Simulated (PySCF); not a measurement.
# Highest orbital energy against ionisation energy along the alkaline earths

Calculated with PySCF 2.14, no spin-orbit coupling. Each cell gives −ε(HOMO) / ΔSCF in eV; NIST values include spin-orbit coupling, (s) semi-empirical, (t) theoretical.

| species | UHF | LDA | PBE | PBE0 | r2SCAN | NIST (lowest levels) |
| --- | --- | --- | --- | --- | --- | --- |
| Be (x2c-TZVPPall, spin-free X2C) | 8.415 / 8.043 | 5.596 / 9.022 | 5.606 / 8.996 | 6.491 / 8.971 | 5.747 / 8.789 | 9.323 |
| Mg (x2c-TZVPPall, spin-free X2C) | 6.894 / 6.621 | 4.779 / 7.749 | 4.706 / 7.644 | 5.433 / 7.570 | 4.820 / 7.377 | 7.646 |
| Ca (x2c-TZVPPall, spin-free X2C) | 5.341 / 5.139 | 3.860 / 6.240 | 3.763 / 6.097 | 4.330 / 6.019 | 3.834 / 5.825 | 6.113 |
| Sr (x2c-TZVPPall, spin-free X2C) | 4.932 / 4.746 | 3.640 / 5.882 | 3.522 / 5.710 | 4.045 / 5.622 | 3.573 / 5.428 | 5.695 |
| Ba (x2c-TZVPPall, spin-free X2C) | 4.439 / 4.272 | 3.343 / 5.385 | 3.224 / 5.213 | 3.694 / 5.125 | 3.263 / 4.921 | 5.212 |

How far is −ε(HOMO) from ΔSCF on average for each method, and why?

UHF 0.24 eV; LDA -2.61 eV; PBE -2.57 eV; PBE0 -1.86 eV; r2SCAN -2.22 eV. Hartree-Fock orbital energies lack relaxation and so exceed the ΔSCF value; semilocal functionals have convex E(N) from self-interaction, so their HOMO lies far too high; exact exchange moves hybrids part of the way back.
